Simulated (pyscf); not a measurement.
F–N•–F (SMILES F[N]F) + F–SiH₃ (SMILES F[SiH3]) → F–SiH₂–N(F)–F (SMILES F[SiH2]N(F)F) + H• (SMILES [H]) (substitution at Si; doublet surface; H–Si broken, N–Si formed). Single points on ωB97X-D3(BJ)/def2-SVP structures (PySCF, gas phase). Energies in kcal/mol from the separated reactants.

```
level                   barrier  reaction energy
----------------------  -------  ---------------
ωB97X-D3(BJ)/def2-TZVP     39.9            +31.3
PBE/def2-TZVP              27.9            +31.1
B3LYP-D3(BJ)/def2-TZVP      ___              ___
PBE0-D3(BJ)/def2-TZVP      34.1            +31.3
M06-2X/def2-TZVP            ___            +27.1
HF/def2-TZVP               62.0            +37.2
```

Task: Some entries are withheld; supply them.

Result: 
- B3LYP-D3(BJ)/def2-TZVP, barrier: 35.3
- B3LYP-D3(BJ)/def2-TZVP, reaction energy: +33.3
- M06-2X/def2-TZVP, barrier: 35.9

At PBE this geometry lies under the product side: in single points on another level's saddle the reverse barrier vanishes, and the forward threshold there is about the reaction energy. F–SiH₂–N(F)–F lies 207.4 kcal/mol over its isomer H₂N–Si(F)(F)–F (electronic energy, ωB97M-D3(BJ)/def2-TZVP). One saddle was located; it need not be the lowest between these sides. The angle at the attacked Si is 159°.
